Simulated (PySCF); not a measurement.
# C3H3FO: the cost of one run

Method: levels as typed in each script, gas phase, geometry from GFN2-xTB; program: PySCF 2.14.0.

### 1 Starting geometry

8 atoms, charge 0, spin multiplicity 1.

Bond lengths: F1–C2 1.349 Å, C2–C3 1.307 Å, C2–H6 1.077 Å, C3–C4 1.438 Å, C3–O5 1.343 Å, C4–O5 1.432 Å, C4–H7 1.083 Å, C4–H8 1.083 Å. Angles: F1–C2–C3 120.5°, F1–C2–H6 113.5°, C3–C2–H6 126.0°, C2–C3–C4 156.6°, C2–C3–O5 141.5°, C4–C3–O5 61.9°, C3–C4–O5 55.8°, C3–C4–H7 119.7°, C3–C4–H8 119.8°, O5–C4–H7 115.3°, O5–C4–H8 115.3°, H7–C4–H8 116.3°, C3–O5–C4 62.3°.

Geometry (Å):

```xyz
8
charge 0, multiplicity 1
F    -1.9761    0.4148    0.0001
C    -0.9960   -0.5125    0.0000
C     0.2604   -0.1510   -0.0002
C     1.3710    0.7622   -0.0003
O     1.5014   -0.6634    0.0003
H    -1.3637   -1.5251   -0.0009
H     1.6619    1.2544    0.9198
H     1.6627    1.2533   -0.9198
```

### 2 Removing and adding an electron (B3LYP/def2-svpd)

File input.py:

```python
import numpy as np
from pyscf import gto, scf, dft
from pyscf.scf import atom_ks, atom_hf
from scipy.linalg import block_diag

def solve(mol, dm0=None, hcore=None):
    mf = (dft.UKS if mol.spin else dft.RKS)(mol, xc='b3lyp')
    mf.grids.level = 3
    mf = mf.density_fit(auxbasis='def2-universal-jkfit')
    mf.conv_tol, mf.max_cycle = 1e-8, 80
    if hcore is not None:
        mf.get_hcore = lambda *args: hcore
    mf.kernel(dm0)
    if not mf.converged:
        mf = mf.newton().run(mf.mo_coeff, mf.mo_occ, max_cycle=30)
    assert mf.converged, 'SCF not converged'
    return mf

mol = gto.M(atom='''
F     -1.97608     0.41479     0.00011
C     -0.99603    -0.51255     0.00001
C      0.26037    -0.15105    -0.00020
C      1.37102     0.76218    -0.00025
O      1.50144    -0.66339     0.00032
H     -1.36368    -1.52512    -0.00089
H      1.66193     1.25435     0.91981
H      1.66270     1.25329    -0.91983
''', basis='def2-svpd', charge=0, spin=0, verbose=4)
mf = solve(mol)
out = dict(e0=mf.e_tot, dm0=mf.make_rdm1(), c=mf.mo_coeff, occ=mf.mo_occ, eps=mf.mo_energy)
for name, dq, spin in [('cation', 1, 1), ('anion', -1, 1)]:
    ion = mol.copy().set(charge=mol.charge + dq, spin=spin).build()
    mi = solve(ion)
    if spin and dq > 0 and mol.nao < 130:
        c, _, stable, _ = mi.stability(return_status=True)
        if not stable:
            mi = solve(ion, mi.make_rdm1(c, mi.mo_occ))
    print(name, 'vertical energy change / eV', (mi.e_tot - mf.e_tot) * 27.211386)
    out.update({'e_' + name: mi.e_tot, 'dm_' + name: mi.make_rdm1(), 's2_' + name: mi.spin_square()[0], 'eps_' + name: mi.mo_energy, 'occ_' + name: mi.mo_occ})
# spherically averaged free atoms, for the promolecule
atm = atom_ks.get_atm_nrks(mol, xc='b3lyp')
pro = block_diag(*[(atm[a[0]][2] * atm[a[0]][3]) @ atm[a[0]][2].T for a in mol._atom])
np.savez('result.npz', pro=pro, **out)
```

On the command line:

```
OMP_NUM_THREADS=1 python input.py
```

Q: Estimate wall time and peak memory on 1 thread of Arm Neoverse V2, shared host.

About 54 s, with a peak of 0.57 GiB.
